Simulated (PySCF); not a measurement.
Exact simulation of a proton spin system

Molecule: `CC(C)N`, C3H9N.

Molfile (atoms numbered from 1):
```
C3H9N
     RDKit          3D

 13 12  0  0  0  0  0  0  0  0999 V2000
    1.3141   -0.4600    0.0141 C   0  0  0  0  0  0  0  0  0  0  0  0
   -0.1372   -0.1281   -0.3228 C   0  0  0  0  0  0  0  0  0  0  0  0
   -0.4675    1.3111    0.0651 C   0  0  0  0  0  0  0  0  0  0  0  0
   -1.0041   -1.0230    0.4336 N   0  0  0  0  0  0  0  0  0  0  0  0
    1.4663   -0.3737    1.0864 H   0  0  0  0  0  0  0  0  0  0  0  0
    1.9881    0.2215   -0.4982 H   0  0  0  0  0  0  0  0  0  0  0  0
    1.5536   -1.4774   -0.2881 H   0  0  0  0  0  0  0  0  0  0  0  0
   -0.2755   -0.2363   -1.4171 H   0  0  0  0  0  0  0  0  0  0  0  0
    0.2037    2.0035   -0.4361 H   0  0  0  0  0  0  0  0  0  0  0  0
   -1.4903    1.5573   -0.2126 H   0  0  0  0  0  0  0  0  0  0  0  0
   -0.3637    1.4298    1.1401 H   0  0  0  0  0  0  0  0  0  0  0  0
   -1.9787   -0.8349    0.2256 H   0  0  0  0  0  0  0  0  0  0  0  0
   -0.8133   -1.9894    0.1924 H   0  0  0  0  0  0  0  0  0  0  0  0
  1  2  1  0
  2  3  1  0
  2  4  1  0
  1  5  1  0
  1  6  1  0
  1  7  1  0
  2  8  1  0
  3  9  1  0
  3 10  1  0
  3 11  1  0
  4 12  1  0
  4 13  1  0
M  END
```

PySCF 2.14 calculation with spin–spin couplings from B3LYP/pcJ-1 (spin–dipole term only in couplings to heteroatoms), σ from GIAO-PBE0/pcSseg-1 and geometry: GFN2-xTB; a single conformation, equivalent nuclei averaged, no solvent, no relativistic terms.

Shifts are taken against calculated references (same method and geometry level): 1H (σ = 31.72 ppm) against TMS.

Shifts (ppm): H5/H6/H7/H9/H10/H11 1.03, H8 3.41.
Couplings (Hz): H5–H6, H5–H7, H6–H7, H9–H10, H9–H11, H10–H11: -13.1; H5–H8, H6–H8, H7–H8, H8–H9, H8–H10, H8–H11: 6.3; H5–H9, H5–H10, H5–H11, H6–H9, H6–H10, H6–H11 …: 0.2.

The 7-spin Hamiltonian (Zeeman plus full scalar coupling among like nuclei) was diagonalised exactly; lines are Lorentzian, 0.4 Hz wide, and the maxima above 3 % are listed with the tallest set to 100.

(1) Give the 1H peak list of this spin system at 90 MHz.

(2) And at 800 MHz?

(3) Among coupled protons with different shifts, which pair is furthest from first order, and how does the field change that?

Results:

(1) 
Hz from δ = 0 (height): 313.6 (4), 313.3 (6), 307.1 (8), 301.1 (5), 300.7 (6), 294.5 (3), 95.8 (100), 89.5 (91)

(2) 
```json
{"Hz": "2740.7", "ppm": "3.426", "height": "3"}
{"Hz": "2734.4", "ppm": "3.418", "height": "8"}
{"Hz": "2728.1", "ppm": "3.410", "height": "10"}
{"Hz": "2721.8", "ppm": "3.402", "height": "8"}
{"Hz": "2715.5", "ppm": "3.394", "height": "3"}
{"Hz": "827.2", "ppm": "1.034", "height": "100"}
{"Hz": "820.9", "ppm": "1.026", "height": "99"}
```

(3) H5 and H8: Δν/J is about 34.0 at 90 MHz (close to first order) and 302.2 at 800 MHz (close to first order). J in Hz doesn't depend on the field, while Δν in Hz grows in proportion to it.

Exchangeable OH/NH protons stand at their gas-phase positions; hydrogen bonding in a real sample shifts them, mostly to higher δ. Unscaled 3J(H,H) at this level run about 10 % above measured values.
